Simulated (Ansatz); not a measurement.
# O₂+ (quartet): from Hartree-Fock to the top rungs, cc-pVTZ

How much of the correlation energy of O₂+ (quartet) does each wave-function method recover here?

Program: Ansatz 0.2.0, Gaussian basis. Level of theory: cc-pVTZ, correlated electrons: outside noble gas. These are calculated values, not measurements.

To be run: UHF; CCSD(T) on ROHF; CCSD(T) on UHF; BCCD(T) on ROHF; CISD; CCSDT(Q) on ROHF; CCSDT(Q) on UHF; CASSCF and MRCISD+Q, 11 electrons in 8 orbitals; CASSCF and NEVPT2, 11 electrons in 8 orbitals.

## Step 1: The geometry

The geometry is a PBE0/def2-TZVP stationary point (not a proven minimum) of the parent state, kept for this charge and spin.

2 atoms, charge 1, spin multiplicity 4.

Atoms are counted from 1 here; the program's logs count them from 0.

Bond lengths: O1–O2 1.098 Å.

In the tables R marks a restricted open-shell determinant and U an unrestricted one; 'valence' is the active space of 11 electrons in 8 orbitals; correlation energies count from the lowest restricted Hartree-Fock solution.

## Step 2: UHF

Input file in.yaml:

```yaml
crystal:
  periodic: [false, false, false]
  atoms:
    - {symbol: O, position_ang: [0.000000, 0.000000, 0.000000]}
    - {symbol: O, position_ang: [0.000000, 0.000000, 1.098200]}
basis:
  gaussian: {orbitals: cc-pVTZ}
total_charge: 1
magnetization: {spin_polarized: true, initial_magnetization: 3}
hamiltonian: {xc: hf}
output: {orbitals: {seedname: orbitals}}
```

On the command line:

```console
> ansatz run in.yaml --threads 1 --pin off --events-out ev --progress --plain --max-ram 2816MiB --backend cpu
```

After this run come: CCSD(T) on ROHF; CCSD(T) on UHF; BCCD(T) on ROHF; CISD; CCSDT(Q) on ROHF; CCSDT(Q) on UHF; CASSCF and MRCISD+Q, 11 electrons in 8 orbitals; CASSCF and NEVPT2, 11 electrons in 8 orbitals.

Q: Predict the results of all the runs planned. Wanted: correlation energy, UCCSDT(Q); RMP2 from UCCSDT(Q); UMP2 from UCCSDT(Q); RCCSD from UCCSDT(Q); RCCSD(T) from UCCSDT(Q); UCCSD(T) from UCCSDT(Q); RCCSDT(Q) from UCCSDT(Q); NEVPT2 valence from UCCSDT(Q); MRCISD+Q valence from UCCSDT(Q).

**Answer**, as computed:

| quantity | value |
| --- | --- |
| correlation energy, UCCSDT(Q) | -10.1575 eV |
| RMP2 from UCCSDT(Q) | +784.8 meV |
| UMP2 from UCCSDT(Q) | +925.9 meV |
| RCCSD from UCCSDT(Q) | +294.5 meV |
| RCCSD(T) from UCCSDT(Q) | +30.3 meV |
| UCCSD(T) from UCCSDT(Q) | +26.0 meV |
| RCCSDT(Q) from UCCSDT(Q) | +4.9 meV |
| NEVPT2 valence from UCCSDT(Q) | +1242.3 meV |
| MRCISD+Q valence from UCCSDT(Q) | +84.8 meV |
| levels of the table within 1 kcal/mol (43 meV) | RCCSD(T), UCCSD(T), BCCD(T), RCCSDT, UCCSDT, RCCSDT(Q) |
| T1 diagnostic | 0.017 |
| effectively unpaired electrons | 3.01 |

In words: RCCSD(T) lands +30.3 meV from the yardstick (0.3 % of the correlation energy). One determinant dominates. Of the multireference levels listed MRCISD+Q valence comes nearest in total energy (+84.8 meV), which doesn't show that its space is the better one. These misses are within one basis, not against nature; the frozen cores of restricted and unrestricted runs differ, which can shift their rows.
